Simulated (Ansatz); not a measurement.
Computed with Ansatz.

A structure relaxed at PBE0-D4/def2-TZVP, charge 0, multiplicity 1:

```json
{"atom": "C1", "x (Å)": "2.0989", "y (Å)": "1.8392", "z (Å)": "0.4210"}
{"atom": "C2", "x (Å)": "0.6062", "y (Å)": "1.6914", "z (Å)": "0.6100"}
{"atom": "S3", "x (Å)": "-0.2781", "y (Å)": "1.1411", "z (Å)": "-0.8776"}
{"atom": "S4", "x (Å)": "0.4365", "y (Å)": "-0.7317", "z (Å)": "-1.1930"}
{"atom": "C5", "x (Å)": "-0.6398", "y (Å)": "-1.7780", "z (Å)": "-0.1708"}
{"atom": "C6", "x (Å)": "-2.0838", "y (Å)": "-1.8004", "z (Å)": "-0.6180"}
{"atom": "H7", "x (Å)": "2.5715", "y (Å)": "2.1714", "z (Å)": "1.3495"}
{"atom": "H8", "x (Å)": "2.5451", "y (Å)": "0.8842", "z (Å)": "0.1368"}
{"atom": "H9", "x (Å)": "2.3236", "y (Å)": "2.5666", "z (Å)": "-0.3613"}
{"atom": "H10", "x (Å)": "0.3676", "y (Å)": "1.0081", "z (Å)": "1.4280"}
{"atom": "H11", "x (Å)": "0.1344", "y (Å)": "2.6515", "z (Å)": "0.8438"}
{"atom": "H12", "x (Å)": "-0.5435", "y (Å)": "-1.4623", "z (Å)": "0.8703"}
{"atom": "H13", "x (Å)": "-0.1796", "y (Å)": "-2.7683", "z (Å)": "-0.2515"}
{"atom": "H14", "x (Å)": "-2.1704", "y (Å)": "-2.1707", "z (Å)": "-1.6412"}
{"atom": "H15", "x (Å)": "-2.6773", "y (Å)": "-2.4456", "z (Å)": "0.0357"}
{"atom": "H16", "x (Å)": "-2.5113", "y (Å)": "-0.7964", "z (Å)": "-0.5816"}
```

Problem. Give its formula and SMILES.

Solution. C4H10S2, `CCSSCC`.

Problem. Point group (tolerance 0.08 Å, 0.16 Å for H)?

Solution. C2.

Problem. Summarise the bond lengths by kind.

Solution. 2 × C–C 1.512 Å; 10 × C–H 1.092 to 1.095 Å; 2 × C–S 1.816 Å; 1 × S–S 2.029 Å.
